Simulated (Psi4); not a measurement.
**B2PLYP/def2-SVP (density fitting, density fitting for correlation, sweep point 4) run of C2H6Si (SMILES C[Si]C)**

Aim: the vertical ionisation energy of C2H6Si at B2PLYP/def2-SVP (density fitting, density fitting for correlation, sweep point 4), from 2 runs. 

Program for the calculation: Psi4 1.11.

4 further runs of the same task are left out: 4 set aside as unsound or not needed. Runs told in other sessions of the task aren't counted.

## (1) The structure to begin with

C2H6Si has 9 atoms, charge 0, and is taken as a singlet. As SMILES, `C[Si]C`. The shape is that of a PBE0-D4/def2-TZVP optimisation.

Bond lengths: C1–Si2 1.896 Å, Si2–C3 1.896 Å, C1–H4 1.102 Å, C1–H5 1.091 Å, C1–H6 1.095 Å, C3–H7 1.095 Å, C3–H8 1.091 Å, C3–H9 1.102 Å. Some angles: C1–Si2–C3 97.8°, Si2–C1–H4 105.3°, Si2–C1–H5 113.7°, Si2–C1–H6 114.0°, Si2–C3–H7 113.9°, Si2–C3–H8 113.7°, Si2–C3–H9 105.3°, H4–C1–H5 107.1°, H4–C1–H6 106.4°, H5–C1–H6 109.8°.

## (2) A single-point energy at B2PLYP/def2-SVP (density fitting, density fitting for correlation, sweep point 4)

File c2h6si.dat:

```
memory 1.6 GB

molecule molecule1 {
  0 1
  C     -0.527400     1.047300    -0.805300
  Si     0.896800    -0.199700    -0.912800
  C      0.601900    -1.069400     0.746000
  H     -1.430700     0.480400    -1.082200
  H     -0.439700     1.875000    -1.511000
  H     -0.703500     1.436700     0.202600
  H     -0.455600    -1.193000     1.001000
  H      1.117900    -2.026600     0.837300
  H      1.028800    -0.397000     1.507100
  symmetry c1
}

set {
  basis def2-SVP
  puream true
  scf_type df
  num_frozen_docc 7
  dft_radial_points 50
  dft_spherical_points 194
}

energy('b2plyp')
```

On the command line:

```sh
$ psi4 c2h6si.dat c2h6si.out -n 1
```

c2h6si.out (excerpt; [...] marks lines left out):

```text
[...]
  Running in c1 symmetry.
[...]
  Nuclear repulsion =   97.704789447202899
[...]
  Multiplicity = 1
[...]
  Nalpha       = 16
  Nbeta        = 16
[...]
    Number of basis functions: 76
[...]
   @DF-RKS iter   1:  -368.52223969917969   -4.65336e-01   8.67875e-03 ADIIS/DIIS
[...]
   @DF-RKS iter   7:  -368.75882330964077   -4.61799e-08   7.03486e-07 DIIS
[...]
    Orbital Energies [Eh]
    ---------------------
    Doubly Occupied:
       1A    -67.212473     2A    -10.602046     3A    -10.602015
       4A     -5.624965     5A     -3.884293     6A     -3.878708
       7A     -3.876352     8A     -0.807846     9A     -0.771617
      10A     -0.514080    11A     -0.480893    12A     -0.474920
      13A     -0.453506    14A     -0.451426    15A     -0.353705
      16A     -0.248068
[...]
  @DF-RKS Final Energy:  -368.75882330964077
   => Energetics <=
    Nuclear Repulsion Energy =             97.7047894472028986
    One-Electron Energy =                -700.8341330462094447
    Two-Electron Energy =                 250.5917232758755233
    DFT Exchange-Correlation Energy =     -16.2212029865097556
    Empirical Dispersion Energy =           0.0000000000000000
    VV10 Nonlocal Energy =                  0.0000000000000000
    Total Energy =                       -368.7588233096407748
[...]
 Multipole Moments:
 ------------------------------------------------------------------------------------
     Multipole            Electronic (a.u.)      Nuclear  (a.u.)        Total (a.u.)
 ------------------------------------------------------------------------------------
 L = 1.  Multiply by 2.5417464519 to convert [e a0] to [Debye]
 Dipole X            :          2.8903514           -3.2500799           -0.3597285
 Dipole Y            :         -0.6334855            0.7124682            0.0789827
 Dipole Z            :         -2.9666611            3.3359784            0.3693173
 Magnitude           :                                                    0.5215727
[...]
```

Run time: 4.5 s. Hardware: 1 thread of Intel Xeon Platinum 8259CL at 2.50GHz (Skylake/Cascade Lake), shared host; peak memory 0.38 GiB.

## (3) The doublet cation at the same level

File input.inp:

```
memory 1600 mb

molecule mol {
  1 2
  C     -0.527400     1.047300    -0.805300
  Si     0.896800    -0.199700    -0.912800
  C      0.601900    -1.069400     0.746000
  H     -1.430700     0.480400    -1.082200
  H     -0.439700     1.875000    -1.511000
  H     -0.703500     1.436700     0.202600
  H     -0.455600    -1.193000     1.001000
  H      1.117900    -2.026600     0.837300
  H      1.028800    -0.397000     1.507100
  symmetry c1
}

set {
  basis def2-SVP
  reference uks
  puream true
  scf_type df
  num_frozen_docc 7
  dft_radial_points 50
  dft_spherical_points 194
  maxiter 100
}

result, w = energy('b2plyp', return_wfn=True)
print_variables()
```

On the command line:

```sh
$ psi4 input.inp input.out -n 1
```

input.out (excerpt; [...] marks lines left out):

```text
[...]
  Running in c1 symmetry.
[...]
  Nuclear repulsion =   97.704789447202899
[...]
  Multiplicity = 2
[...]
  Nalpha       = 16
  Nbeta        = 15
[...]
    Number of basis functions: 76
[...]
   @DF-UKS iter   1:  -368.24672599127837   -1.89822e-01   8.19281e-03 DIIS/ADIIS
[...]
   @DF-UKS iter   9:  -368.47160955558348   -3.39801e-08   3.61559e-07 DIIS
[...]
   @S^2 Observed:                7.550385979E-01
[...]
    Orbital Energies [Eh]
    ---------------------
    Alpha Occupied:
       1A    -67.522885     2A    -10.830726     3A    -10.830692
       4A     -5.932667     5A     -4.190499     6A     -4.190455
       7A     -4.182876     8A     -1.036236     9A     -0.990833
      10A     -0.770372    11A     -0.696349    12A     -0.688196
      13A     -0.668319    14A     -0.662969    15A     -0.591188
      16A     -0.546819
    Alpha Virtual:
      17A     -0.278285    18A     -0.133456    19A     -0.091621
      20A     -0.028090    21A     -0.012021    22A     -0.008122
      23A      0.005466    24A      0.014961    25A      0.028027
[...]
  @DF-UKS Final Energy:  -368.47160955558348
   => Energetics <=
    Nuclear Repulsion Energy =             97.7047894472028986
    One-Electron Energy =                -692.8562818274399433
    Two-Electron Energy =                 242.7611893832255987
    DFT Exchange-Correlation Energy =     -16.0813065585720238
    Empirical Dispersion Energy =           0.0000000000000000
    VV10 Nonlocal Energy =                  0.0000000000000000
    Total Energy =                       -368.4716095555834841
  UHF NO Occupations:
  HONO-2 :   14  A 1.9992370
  HONO-1 :   15  A 1.9983826
[...]
 Multipole Moments:
 ------------------------------------------------------------------------------------
     Multipole            Electronic (a.u.)      Nuclear  (a.u.)        Total (a.u.)
 ------------------------------------------------------------------------------------
 L = 1.  Multiply by 2.5417464519 to convert [e a0] to [Debye]
 Dipole X            :          3.5100123           -3.2500799            0.2599324
 Dipole Y            :         -0.7696927            0.7124682           -0.0572245
 Dipole Z            :         -3.6038553            3.3359784           -0.2678769
 Magnitude           :                                                    0.3776209
[...]
```

Run time: 6.3 s. Hardware: 1 thread of Intel Xeon Platinum 8259CL at 2.50GHz (Skylake/Cascade Lake), shared host; peak memory 0.38 GiB.

## (4) Summary of results

Level: B2PLYP/def2-SVP (density fitting, density fitting for correlation, sweep point 4), 7 core orbitals frozen.

```
                                                                quantity          value
                                            singlet C2H6Si: total energy  -368.88320 Eh
                       singlet C2H6Si: HOMO energy (SCF part's orbitals)       -6.75 eV
                       singlet C2H6Si: LUMO energy (SCF part's orbitals)       -0.71 eV
                     singlet C2H6Si: HOMO–LUMO gap (SCF part's orbitals)        6.04 eV
                                            doublet cation: total energy  -368.58824 Eh
doublet cation: HOMO energy (SCF part's orbitals) (highest over α and β)      -14.88 eV
 doublet cation: LUMO energy (SCF part's orbitals) (lowest over α and β)       -8.87 eV
                                                    doublet cation: ⟨S²⟩          0.755
                      vertical ionisation energy (to the doublet cation)       8.026 eV
```

What this shows: The vertical ionisation energy comes to 8.03 eV (185 kcal/mol). −ε(HOMO) before ionisation, 6.75 eV, is 1.28 eV below this ionisation energy.
